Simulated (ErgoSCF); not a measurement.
# One shape, several levels: CH2NO (SMILES [NH]C=O)

We compute a comparison of 3 runs (UBLYP/STO-2G, UB3LYP/6-31G*, UPBE with 10 % exact exchange/pc-1) of CH2NO. 

The calculation is run with ErgoSCF 3.8.

9 further runs of the same task are left out: 5 that didn't finish, 4 set aside as unsound or not needed.

### Step 1. The system as given

CH2NO: 5 atoms, total charge 0, spin state doublet. As SMILES, `[NH]C=O`. The coordinates come from a GFN2-xTB relaxation.

Bond lengths: N1–C2 1.289 Å, C2–O3 1.238 Å, N1–H4 1.014 Å, C2–H5 1.091 Å. Angles: N1–C2–O3 116.9°, N1–C2–H5 118.8°, O3–C2–H5 124.3°, C2–N1–H4 117.7°.

### Step 2. The energy at UBLYP/STO-2G (run 1)

Contents of ergo.in:

```
set_nthreads(1)
molecule_inline
N  -1.30801173 0.98505754 -0.58674106
C  0.71478891 0.08923287 0.43346538
O  1.07464945 -2.21303937 0.22950724
H  -2.47161059 -0.24245186 -1.48768689
H  1.99018397 1.38120082 1.41145534
EOF
scf.output_mulliken_pop = 1
spin_polarization = 1
basis = "STO-2G"
use_6_d_functions = 1
scf.max_number_of_iterations = 150
tmpdir = "."
scf.convergence_threshold = 1e-06
XC.type = "LMG"
run "BLYP"
```

Started as:

```sh
$ ergo ergo.in
```

The program printed:

```text
[...]
INMA  use_6_d_functions := 1
[...]
INSC Energy   1 =       -138.32606822622
[...]
INDE PURIFICATION CONVERGED after 24 iterations
[...]
INDE PURIFICATION CONVERGED after 34 iterations
[...]
INDE PURIFICATION CONVERGED after 34 iterations
[...]
INDE E(LUMO) - E(HOMO) <=          0.04480853300 =          1.21930230441 eV
[...]
INSC Energy  42 =       -161.88701058944  ( diff     -0.000000000039620 )
[...]
RESC CONVERGED after  42 iterations.
RESC FINAL ENERGY:       -161.88701058944
RESC FINAL <S2> =          0.75182472287
[...]
INSC SCF: dipole_moment_x [atomic units] =       0.07274630
INSC SCF: dipole_moment_y [atomic units] =      -0.16877441
INSC SCF: dipole_moment_z [atomic units] =       0.01198606
[...]
```

Wall time 9 s (1 thread of Intel Xeon at 2.50GHz (Skylake/Cascade Lake), shared host); peak memory 0.27 GiB.

### Step 3. A single-point energy at UB3LYP/6-31G(d) (spherical functions) (run 2)

Contents of input.ego:

```
set_nthreads(1)
molecule_inline Angstrom
N  -0.692170 0.521270 -0.310490
C  0.378250 0.047220 0.229380
O  0.568680 -1.171090 0.121450
H  -1.307920 -0.128300 -0.787250
H  1.053160 0.730900 0.746910
EOF
tmpdir = "."
scf.max_number_of_iterations = 80
scf.convergence_threshold = 1e-06
basis = "6-31Gs"
XC.type = "LMG"
spin_polarization = 1
scf.output_mulliken_pop = 1
charge = 0
run "B3LYP-G"
```

Started as:

```sh
$ ergo < input.ego
```

The program printed:

```text
[...]
INDF Weighted mixed functional:
[...]
INSC Energy   1 =        -78.54907734763
[...]
INDE PURIFICATION CONVERGED after 31 iterations
[...]
INDE PURIFICATION CONVERGED after 30 iterations
[...]
INDE PURIFICATION CONVERGED after 34 iterations
[...]
INDE E(LUMO) - E(HOMO) <=          0.10339111818 =          2.81341566478 eV
[...]
INSC Energy  34 =       -169.19252604673  ( diff     -0.000000005146376 )
[...]
RESC CONVERGED after  34 iterations.
RESC FINAL ENERGY:       -169.19252604673
RESC FINAL <S2> =          0.75520058334
[...]
INSC SCF: dipole_moment_x [atomic units] =      -0.00859112
INSC SCF: dipole_moment_y [atomic units] =       0.26656889
INSC SCF: dipole_moment_z [atomic units] =       0.04186345
[...]
```

Wall time 64 s (1 thread of Intel Xeon at 2.50GHz (Skylake/Cascade Lake), shared host); peak memory 0.27 GiB.

### Step 4. The energy at UPBE with 10 % exact exchange/pc-1 (run 3)

Contents of ergo.in:

```
set_nthreads(1)
molecule_inline Angstrom
N     -0.692170     0.521270    -0.310490
C      0.378250     0.047220     0.229380
O      0.568680    -1.171090     0.121450
H     -1.307920    -0.128300    -0.787250
H      1.053160     0.730900     0.746910
EOF
spin_polarization = 1
scf.output_mulliken_pop = 1
scf.use_diagonalization = 1
XC.type = "LMG"
scf.max_number_of_iterations = 150
scf.convergence_threshold = 1e-06
tmpdir = "."
basis = "pc-1"
charge = 0
run "Combine hf=0.1 pbex=0.9 pbec=1"
```

The basis set pc-1 is read from a file made from the Basis Set Exchange's data (not shown).

Started as:

```sh
$ ergo < ergo.in
```

The program printed:

```text
[...]
INDF Weighted mixed functional:
[...]
INSC Energy   1 =        -69.20019721490
[...]
INDE E_LUMO =         -0.19933599248
[...]
INSC Energy  34 =       -168.98835310067  ( diff     -0.000000000102517 )
[...]
RESC CONVERGED after  34 iterations.
RESC FINAL ENERGY:       -168.98835310067
RESC FINAL <S2> =          0.75365516701
[...]
INSC SCF: dipole_moment_x [atomic units] =      -0.01246093
INSC SCF: dipole_moment_y [atomic units] =       0.31587398
INSC SCF: dipole_moment_z [atomic units] =       0.04921300
[...]
```

It took 91 s on 1 thread of Intel Xeon at 2.50GHz (Skylake/Cascade Lake), shared host; peak memory 0.26 GiB.

### Step 5. The series

```
run                                level  Cartesian functions  iteration cap  energy (Eh)  dipole moment (D)   ⟨S²⟩  wall time
  1                         UBLYP/STO-2G                  yes            150  -161.887011               0.47  0.752        9 s
  2  UB3LYP/6-31G* (spherical functions)                   no             80  -169.192526               0.69  0.755       64 s
  3   UPBE with 10 % exact exchange/pc-1                   no            150  -168.988353               0.81  0.754       91 s
```

### Step 6. Summary of results

```
            quantity          value
 run 3: total energy  -168.98835 Eh
run 3: dipole moment         0.81 D
         run 3: ⟨S²⟩          0.754
```

The dipole moment (its size) runs from 0.47 D (UBLYP/STO-2G) to 0.81 D (UPBE with 10 % exact exchange/pc-1). The two ends differ in method and basis. The two dipoles point in opposite directions. Totals of different functionals can't be ranked against each other. In run 1 the basis is minimal, so the values are rough. All runs together took 2.7 min, the longest 91 s.
